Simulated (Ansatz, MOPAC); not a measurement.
Gas-phase reaction in SMILES: F[SiH2][SiH3] + 2 [H][H] (H2) -> F (HF) + 2 [SiH4] (SiH4)

Quantity: energy of full hydrogenation (enthalpy at 298 K), in kcal/mol. Conventions: frozen cores in correlated levels; non-relativistic; dispersion terms only where a functional's name holds one; 6-31G* and kin with 6d, 5d where marked; no spin-orbit coupling. CBS marks a two-point X^-3 extrapolation of the correlation energy; Hartree-Fock from the larger set. First-principles rows: single points at B3LYP-D3(BJ) geometries (Ansatz, a first-principles code), with unscaled harmonic terms from B3LYP/6-31G* (Ansatz) at its own minima. Semi-empirical rows: MOPAC heats of formation at their own minima for 298 K.

Coupled cluster (Ansatz) is a level with limits of its own, used here on species with T1 under 0.025 (0.045 for open shells) and stable references: CCSD(T)/CBS(cc-pV(T+d)Z,cc-pV(Q+d)Z).

Value to compare with, CCSD(T)/CBS(cc-pV(T+d)Z,cc-pV(Q+d)Z) (Ansatz): 22.5 kcal/mol.

```tsv
level	program	energy of full hydrogenation (enthalpy at 298 K) (kcal/mol)	difference
MNDO	MOPAC	15.3	-7.2
HF/3-21G	Ansatz	25.6	3.1
PBE/3-21G	Ansatz	39.1	16.6
PBE/def2-SVP	Ansatz	21.5	-1.0
B3LYP/3-21G	Ansatz	36.5	14.0
B3LYP/6-31G*	Ansatz	29.4	6.9
MP2/3-21G	Ansatz	36.3	13.8
PBE/def2-TZVPD	Ansatz	22.0	-0.5
```

Among the 7 habitual levels, PBE/3-21G lies farthest from CCSD(T)/CBS(cc-pV(T+d)Z,cc-pV(Q+d)Z) (Ansatz) (16.6 kcal/mol) and PBE/def2-SVP nearest (-1.0); 5 of 7 lie above it, and their mean absolute difference is 8.9 kcal/mol, the median 7.2. One case shows no general order.

The levels are drawn from those run, B3LYP/6-31G* more often than the rest, none by its result; left out are runs that failed, that the program found above a lower state of the same kind, or whose <S^2> lies over 0.5 above the pure value.
